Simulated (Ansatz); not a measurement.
Z-matrix (Å, degrees):
```
Si
H 1 1.4846
H 1 1.4846 2 109.47
H 1 1.4846 2 109.47 3 120.00
H 1 1.4846 2 109.47 3 -120.00
```
Charge 0, spin multiplicity 1.

Method: frozen-core CCSD(T)/cc-pVTZ // PBE0-D4/def2-TZVP (Ansatz, a program for electronic structure).

```json
{
  "HF energy": "-291.26051 Ha",
  "MP2 correlation energy": "-0.14318 Ha"
}
```

Task: Estimate the CCSD correlation energy, the (T) correction, the total energy and the T1 diagnostic.

Result: 
```
Item                             Value
-----------------------  -------------
CCSD correlation energy    -0.17300 Ha
(T) correction             -0.00383 Ha
CCSD(T) total energy     -291.43734 Ha
T1 diagnostic                    0.011
```
